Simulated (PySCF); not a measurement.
**B3LYP/def2-TZVPPD run of AlH (SMILES [AlH])**

What is the energy change on altering one bond length of AlH at B3LYP/def2-TZVPPD? 

The results are computed with PySCF 2.14.0.

3 further runs of the same task are left out: 3 set aside as unsound or not needed.

## 1. The molecule

The species is AlH (2 atoms), meant as a singlet with charge 0. SMILES: `[AlH]`. The coordinates come from a PBE0-D4/def2-TZVP relaxation.

Bond lengths: Al1–H2 1.665 Å.

## 2. A single-point energy at B3LYP/def2-TZVPPD

run.py

```python
# AlH
from pyscf import gto, dft

mol = gto.M(
    atom='Al -0.000000 0.000000 -0.025640; H 0.000000 -0.000000 1.639110',
    verbose=4,
    max_memory=1860,
    basis='def2-tzvppd',
)

mf = dft.RKS(mol)
mf.xc = 'b3lyp'
mf.grids.level = 5
mf.conv_tol = 1e-10
mf.kernel()
if not mf.converged:
    mf = mf.newton().run(mf.mo_coeff, mf.mo_occ)

etot = mf.e_tot
print('E(%s) = %.9f' % ('B3LYP', etot))
```

Command:

```bash
$ OMP_NUM_THREADS=1 python run.py
```

Standard output:

```text
PySCF version 2.14.0

[INPUT] num. atoms = 2
[INPUT] num. electrons = 14
[INPUT] charge = 0
[INPUT] spin (= nelec alpha-beta = 2S) = 0
[INPUT] symmetry False subgroup None
[INPUT] Mole.unit = angstrom
[INPUT] Symbol           X                Y                Z      unit          X                Y                Z       unit  Magmom
[INPUT]  1 Al     0.000000000000   0.000000000000  -0.025640000000 AA    0.000000000000   0.000000000000  -0.048452577834 Bohr   0.0
[INPUT]  2 H      0.000000000000   0.000000000000   1.639110000000 AA    0.000000000000   0.000000000000   3.097468988036 Bohr   0.0

nuclear repulsion = 4.13233442977024
number of shells = 23
number of NR pGTOs = 88
number of NR cGTOs = 65
basis = def2-tzvppd
ecp = {}

******** <class 'pyscf.dft.rks.RKS'> ********
method = RKS
initial guess = minao
damping factor = 0
level_shift factor = 0
DIIS = <class 'pyscf.scf.diis.CDIIS'>
diis_start_cycle = 1
diis_space = 8
diis_damp = 0
SCF conv_tol = 1e-10
SCF conv_tol_grad = None
SCF max_cycles = 50
direct_scf = True
direct_scf_tol = 1e-13
XC library pyscf.dft.libxc version 7.0.0
    S. Lehtola, C. Steigemann, M. J.T. Oliveira, and M. A.L. Marques.,  SoftwareX 7, 1–5 (2018)
XC functionals = b3lyp
    P. J. Stephens, F. J. Devlin, C. F. Chabalowski, and M. J. Frisch.,  J. Phys. Chem. 98, 11623 (1994)
radial grids:
    Treutler-Ahlrichs [JCP 102, 346 (1995); DOI:10.1063/1.469408] (M4) radial grids

becke partition: Becke, JCP 88, 2547 (1988); DOI:10.1063/1.454033
pruning grids: <function nwchem_prune>
grids dens level: 5
symmetrized grids: False
atomic radii adjust function: <function treutler_atomic_radii_adjust>
small_rho_cutoff = 0
Set gradient conv threshold to 1e-05
Initial guess from minao.
tot grids = 66592
init E= -242.872101359652
  HOMO = -0.200489400686786  LUMO = -0.0768766186528583  gap/eV = 3.36368
cycle= 1 E= -242.99701772991  delta_E= -0.125  |g|= 0.157  |ddm|= 0.826
  HOMO = -0.20225582228316  LUMO = -0.0772352307793292  gap/eV = 3.40198
cycle= 2 E= -243.003195113173  delta_E= -0.00618  |g|= 0.0946  |ddm|= 0.324
  HOMO = -0.207567304165977  LUMO = -0.0717688904648993  gap/eV = 3.69526
cycle= 3 E= -243.006272695727  delta_E= -0.00308  |g|= 0.00825  |ddm|= 0.113
  HOMO = -0.208960531629435  LUMO = -0.0720332618653718  gap/eV = 3.72598
cycle= 4 E= -243.006283742962  delta_E= -1.1e-05  |g|= 0.00115  |ddm|= 0.00797
  HOMO = -0.208953352710022  LUMO = -0.0720889258208432  gap/eV = 3.72427
cycle= 5 E= -243.006284284179  delta_E= -5.41e-07  |g|= 0.000247  |ddm|= 0.00241
  HOMO = -0.208932865851258  LUMO = -0.0720690582325913  gap/eV = 3.72425
cycle= 6 E= -243.006284304632  delta_E= -2.05e-08  |g|= 3.95e-05  |ddm|= 0.000315
  HOMO = -0.208925280843996  LUMO = -0.0720660093221452  gap/eV = 3.72413
cycle= 7 E= -243.00628430497  delta_E= -3.37e-10  |g|= 2.79e-06  |ddm|= 5.3e-05
  HOMO = -0.208926471387223  LUMO = -0.0720670846783401  gap/eV = 3.72413
cycle= 8 E= -243.006284304974  delta_E= -4.01e-12  |g|= 5.52e-07  |ddm|= 7.84e-06
  HOMO = -0.208926218474389  LUMO = -0.0720668584630157  gap/eV = 3.72413
Extra cycle  E= -243.006284304973  delta_E= 6.82e-13  |g|= 3.32e-07  |ddm|= 1.82e-06
converged SCF energy = -243.006284304973
E(B3LYP) = -243.006284305
```

It took 2.3 s on 1 thread of Arm Neoverse V2, shared host; peak memory 0.3 GiB.

## 3. The distorted shape, same level

start.xyz

```xyz
2

Al     0.000000     0.000000    -0.857990
H      0.000000     0.000000     1.639110
```

run.py

```python
from pyscf import gto, dft

mol = gto.Mole()
mol.atom = 'start.xyz'
mol.max_memory = 1860
mol.spin = 0
mol.verbose = 3
mol.basis = 'def2-tzvppd'
mol.build()

mf = dft.RKS(mol)
mf.xc = 'b3lyp'
mf.grids.level = 5
mf.conv_tol = 1e-10
mf.kernel()
if not mf.converged:
    mf = mf.newton().run(mf.mo_coeff, mf.mo_occ)

e_tot = mf.e_tot
print('Final energy', e_tot)
```

Command:

```bash
$ OMP_NUM_THREADS=1 python run.py
```

Standard output:

```text
converged SCF energy = -242.958041557761
Final energy -242.95804155776145
```

Run time: 2.5 s. Hardware: 1 thread of Arm Neoverse V2, shared host; peak memory 0.3 GiB.

## 4. Summary of results

Level: B3LYP/def2-TZVPPD.

| quantity | value |
| --- | --- |
| first shape: total energy | -243.00628 Eh |
| first shape: dipole moment | 0.25 D |
| first shape: HOMO energy | -5.69 eV |
| first shape: LUMO energy | -1.96 eV |
| first shape: HOMO–LUMO gap | 3.72 eV |
| distorted shape: total energy | -242.95804 Eh |
| distorted shape: dipole moment | 3.66 D |
| distorted shape: HOMO energy | -5.44 eV |
| distorted shape: LUMO energy | -2.45 eV |
| distorted shape: HOMO–LUMO gap | 2.98 eV |
| energy change with the Al1–H2 bond stretched from 1.665 to 2.497 Å | 1.313 eV |

One bond (distorted shape) is far stretched, which a spin-restricted single reference describes badly; a broken-symmetry solution may lie lower. With the Al1–H2 bond stretched from 1.665 to 2.497 Å the energy rises by 1.31 eV (127 kJ/mol). The first shape isn't relaxed at this level, so the change isn't measured from a minimum. A restricted reference can't describe the breaking bond well at this length.
